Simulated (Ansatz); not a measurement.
Geometry optimisation, Ansatz, RKS r2SCAN-D4/def2-SVP.

The input (input.yaml):

```yaml
crystal:
  periodic: [false, false, false]
  atoms:
    - { symbol: B, position_ang: [0.0, 0.0, 0.0] }
    - { symbol: H, position_ang: [0.0, 0.0, 1.54] }
    - { symbol: H, position_ang: [1.0305, 0.0, -0.595] }
    - { symbol: H, position_ang: [-1.0305, 0.0, -0.595] }
    - { symbol: P, position_ang: [0.0924, -2.0952, 0.6969] }
    - { symbol: H, position_ang: [-0.6759, -2.9172, -0.1694] }
    - { symbol: H, position_ang: [1.442, -2.5368, 0.6936] }
    - { symbol: H, position_ang: [0.0385, -0.8732, 1.6712] }
basis:
  gaussian: { orbitals: def2-SVP }
hamiltonian:
  xc: r2scan
  dispersion: d4
relax:
  f_tol: 0.15
  max_steps: 25
  restrain:
    - { distance: [0, 4], at: 3.11, k: 30.0 }
    - { distance: [7, 1], at: 1.86, k: 30.0 }
    - { distance: [0, 1], at: 1.19, k: 30.0 }
    - { distance: [7, 4], at: 1.42, k: 30.0 }
```

Run as:

```bash
$ ansatz run input.yaml --threads 2 --pin off --max-ram 3072MiB --backend cpu --events-out ev --progress --plain --runs-dir out
```

Task: Where does it end, and by what steps?

Result: The forces met the threshold. The restraints hold the end off the free minimum. After 6 steps the energy has fallen by 2.437 eV (the restraints' own energy left out); P5 moved furthest, 0.77 Å. Joined: B1–H2 (1.54 → 1.20 Å).

```json
{"step": "0", "energy less start (eV)": "0.0000", "largest force component (eV/Å)": "3.627", "accepted": "yes"}
{"step": "1", "energy less start (eV)": "-0.3870", "largest force component (eV/Å)": "2.227", "accepted": "yes"}
{"step": "2", "energy less start (eV)": "-0.8042", "largest force component (eV/Å)": "2.396", "accepted": "yes"}
{"step": "3", "energy less start (eV)": "-1.3778", "largest force component (eV/Å)": "2.118", "accepted": "yes"}
{"step": "4", "energy less start (eV)": "-2.1352", "largest force component (eV/Å)": "0.959", "accepted": "yes"}
{"step": "5", "energy less start (eV)": "-2.4252", "largest force component (eV/Å)": "0.317", "accepted": "yes"}
{"step": "6", "energy less start (eV)": "-2.4370", "largest force component (eV/Å)": "0.281", "accepted": "yes"}
```

```xyz
8
Properties=species:S:1:pos:R:3
B -0.009 0.201 0.086
H -0.032 0.572 1.224
H 1.037 0.113 -0.503
H -1.036 0.057 -0.528
P 0.122 -2.705 1.165
H -0.568 -2.763 -0.082
H 1.410 -2.607 0.561
H -0.028 -1.290 1.319
```

Run time: 9 s on 2 threads of Intel(R) Xeon(R) Platinum 8259CL CPU @ 2.50GHz (Skylake/Cascade Lake), with other jobs on the host, peak memory 0.14 GiB.
